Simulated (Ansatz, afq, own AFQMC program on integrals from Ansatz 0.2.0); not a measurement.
GeH⁻, singlet → GeH, doublet

```tsv
atom	x (Å)	y (Å)	z (Å)
Ge	0.0000	0.0000	0.0000
H	0.0000	0.0000	1.6332
```

E(doublet, charge +0) − E(singlet, charge -1) at this geometry, on RHF and UHF determinants.

Basis aug-cc-pVDZ. Noble-gas cores (and the filled d shells of Ga–Kr and In–Xe) are frozen. Ansatz 0.2.0 and our own AFQMC program on the same integrals; the CISD trial comes from CCSD amplitudes, and released means the phaseless constraint is let go. ± is one standard error of the sampling. No spin–orbit coupling. The errors of all members are added in quadrature.

Full CI on the same integrals is exact in this basis and with this determinant's frozen core.

Errors are counted within aug-cc-pVDZ, not against nature.

Cautions: inner d shell frozen; no relativity below Rb; no spin-orbit coupling; GeH⁻ (singlet): another spin lies lower, at this level and basis the anion state lies above a neutral one, restricted determinant unstable towards unrestricted (UHF 976 meV lower, ⟨S²⟩ 1.03), the CCSDT(Q) amplitudes may be one of several solutions (largest double 0.63), the CCSDTQ amplitudes may be one of several solutions (largest double 0.69), the ph-AFQMC/CISD walk drifts between its halves (2.6 errors), the released energy hasn't reached full CI (137 meV above it at 2.40 1/Eh), so no released level is given (meV from the phaseless value at times in 1/Eh: 0 ± 3 at 0.24, -5 ± 3 at 0.51, -7 ± 4 at 0.99, -11 ± 3 at 1.62, -10 ± 3 at 2.40), the determinant fills πx and πy unequally, so it mixes two states of the linear molecule, and each level undoes that mixture to a different degree, while full CI gives the lower state, CCSDTQ on the UHF determinant differs (680 meV lower), perhaps since the unrestricted series falls towards higher spin, its ph-AFQMC/CISD value lies 147 ± 4 meV above full CI.

Reference (full CI): 44.6 kJ/mol.

```json
{"level": "HF", "vertical detachment energy (kJ/mol)": "-51.4", "error against FCI (kJ/mol)": "-96.0"}
{"level": "MP2", "vertical detachment energy (kJ/mol)": "15.3", "error against FCI (kJ/mol)": "-29.4"}
{"level": "CCSD", "vertical detachment energy (kJ/mol)": "23.5", "error against FCI (kJ/mol)": "-21.1"}
{"level": "CCSD(T)", "vertical detachment energy (kJ/mol)": "31.2", "error against FCI (kJ/mol)": "-13.5"}
{"level": "CCSDT", "vertical detachment energy (kJ/mol)": "42.0", "error against FCI (kJ/mol)": "-2.6"}
{"level": "CCSDT(Q)", "vertical detachment energy (kJ/mol)": "45.4", "error against FCI (kJ/mol)": "0.7"}
{"level": "CCSDTQ", "vertical detachment energy (kJ/mol)": "44.6", "error against FCI (kJ/mol)": "-0.1"}
{"level": "ph-AFQMC/HF", "vertical detachment energy (kJ/mol)": "32.6 ± 2.5", "error against FCI (kJ/mol)": "-12.0 ± 2.5"}
{"level": "ph-AFQMC/CISD", "vertical detachment energy (kJ/mol)": "31.0 ± 0.4", "error against FCI (kJ/mol)": "-13.6 ± 0.4"}
```

Correlation beyond CCSD(T) adds 13.5 kJ/mol. The perturbative (T) step is worth +7.7 kJ/mol. Where a determinant mixes two states, these steps and errors hold in part the undoing of that mixture, and only full CI is sure.

CCSDT and higher add their correlation energy to the determinant of the CCSD(T) run, since their own runs factorise the integrals more tightly (a shift of under 2 meV).
